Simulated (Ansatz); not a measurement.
System: 1T (CdI2-type) TiTe₂. Method: PBEsol (PAW; Ansatz, a program for electronic structure).

Run with plane-wave cutoff 520 eV, 18×18×8 k mesh (along the axes of the cell as run), Fermi–Dirac smearing 0.05 eV, no spin polarisation, scalar-relativistic PAW data made under PBE.

Cell (relaxed at this level):

TiTe2 is modelled in the trigonal space group P-3m1 (No. 164), the CdI2 type structure, Pearson symbol hP3. Cell: a = b = 3.696 Å, c = 6.446 Å, α = β = 90.00°, γ = 120.00°. Ti on 1a sees 6 Te at 2.742 Å (octahedral). Te on 2d sees 3 Ti at 2.742 Å (trigonal pyramidal). (Neighbours: up to the widest gap in distance over summed covalent radii, below 1.35, at either atom; cation-cation and far metal-metal contacts left out.)

**Question.** What does this level give for the bulk modulus?

**Answer.** 
- bulk modulus: 35.8 GPa

The run finds no gap.

Note: the bulk modulus is −V dP/dV from two relaxed cells at ±2 % in volume; the cell comes from a level without a dispersion term, which matters for the spacing of layers, chains or molecules.

Spin–orbit coupling is not included; it can open a gap where bands touch, and shift volumes and moduli.

Computed values are for the static lattice.

It cost roughly 9 core-minutes of CPU time.
